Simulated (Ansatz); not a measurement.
# LiPH₂ (triplet): the correlation ladder at distance P1–H4 = 1.525 Å, 6-31G

Aim: climb from Hartree-Fock through coupled cluster and multireference methods for LiPH₂ (triplet) at one geometry and basis, and see what each rung misses.

Program: Ansatz 0.2.0, Gaussian basis. Level of theory: 6-31G, core rule «outside noble gas», up to 6 orbitals frozen. These are calculated values, not measurements.

The runs, in order: UHF; CCSD(T) on ROHF; CCSD(T) on UHF; BCCD(T) on ROHF; CISD; CCSDT(Q) on ROHF; CCSDT(Q) on UHF; CASSCF and MRCISD+Q, 4 electrons in 4 orbitals; CASSCF and NEVPT2, 4 electrons in 4 orbitals; Full CI.

44 further runs of the same task are left out: 23 for a known fault of the program, 18 that didn't finish, 3 set aside as unsound or not needed.

### 1 The geometry

The geometry derives from a PBE0/def2-TZVP stationary point (not a proven minimum). One bond is set to the value named and the two fragments are kept rigid.

4 atoms, charge 0, spin multiplicity 3.

Atoms are counted from 1 here; the program's logs count them from 0.

Bond lengths: P1–H3 1.430 Å, P1–H4 1.525 Å. Angles: H3–P1–H4 93.2°.

Coordinates:

```xyz
4
charge 0, multiplicity 3
P     0.0000    0.0299    0.4882
Li    0.0000    0.0014   -2.5782
H     0.0000    0.5068    1.8361
H     0.0000   -1.4341    0.9154
```

### 2 UHF

Contents of in.yaml:

```yaml
crystal:
  periodic: [false, false, false]
  atoms:
    - {symbol: P, position_ang: [0.000000, 0.029855, 0.488215]}
    - {symbol: Li, position_ang: [0.000000, 0.001426, -2.578189]}
    - {symbol: H, position_ang: [0.000000, 0.506836, 1.836141]}
    - {symbol: H, position_ang: [0.000000, -1.434102, 0.915360]}
basis:
  gaussian: {orbitals: 6-31G}
magnetization: {spin_polarized: true, initial_magnetization: 2}
hamiltonian: {xc: hf}
output: {orbitals: {seedname: orbitals}}
```

Started as:

```console
$ ansatz run in.yaml --threads 1 --pin off --events-out ev --progress --plain --max-ram 2393MiB
```

After this run come: CCSD(T) on ROHF; CCSD(T) on UHF; BCCD(T) on ROHF; CISD; CCSDT(Q) on ROHF; CCSDT(Q) on UHF; CASSCF and MRCISD+Q, 4 electrons in 4 orbitals; CASSCF and NEVPT2, 4 electrons in 4 orbitals; Full CI.

Q: Predict the results of all the runs planned. Wanted: FCI from the RHF energy; RMP2 from FCI; UMP2 from FCI; RCCSD from FCI; RCCSD(T) from FCI; UCCSD(T) from FCI; RCCSDT(Q) from FCI; UCCSDT(Q) from FCI; NEVPT2 pair from FCI.

As calculated:

| quantity | value |
| --- | --- |
| FCI from the ROHF energy | -1.9613 eV |
| RMP2 from FCI | +549.2 meV |
| UMP2 from FCI | +540.8 meV |
| RCCSD from FCI | +28.1 meV |
| RCCSD(T) from FCI | +8.1 meV |
| UCCSD(T) from FCI | +8.1 meV |
| RCCSDT(Q) from FCI | +0.4 meV |
| UCCSDT(Q) from FCI | +0.2 meV |
| NEVPT2 pair from FCI | +388.4 meV |
| MRCISD+Q pair from FCI | -5.2 meV |
| levels within 1 kcal/mol (43 meV) | RCCSD, UCCSD, RCCSD(T), UCCSD(T), BCCD(T), RCCSDT, UCCSDT, RCCSDT(Q), UCCSDT(Q), MRCISD+Q pair |
| T1 diagnostic | 0.015 |
| effectively unpaired electrons | 2.03 |

RCCSD(T) misses by +8.1 meV, 0.4 % of the correlation energy. MRCISD+Q pair falls below full CI: the +Q correction isn't variational, and the cores differ from full CI's. One determinant dominates. Of the multireference levels listed MRCISD+Q pair comes nearest in total energy (-5.2 meV), which doesn't show that its space is the better one. These misses are within one basis, not against nature; the frozen cores of restricted and unrestricted runs differ, which can shift their rows.

Levels on UHF freeze UHF's core orbitals, full CI those of ROHF, so the U rows can settle a little off it for that reason alone.

With open shells the CI space here admits some triples and quadruples, so it is larger than plain CISD.
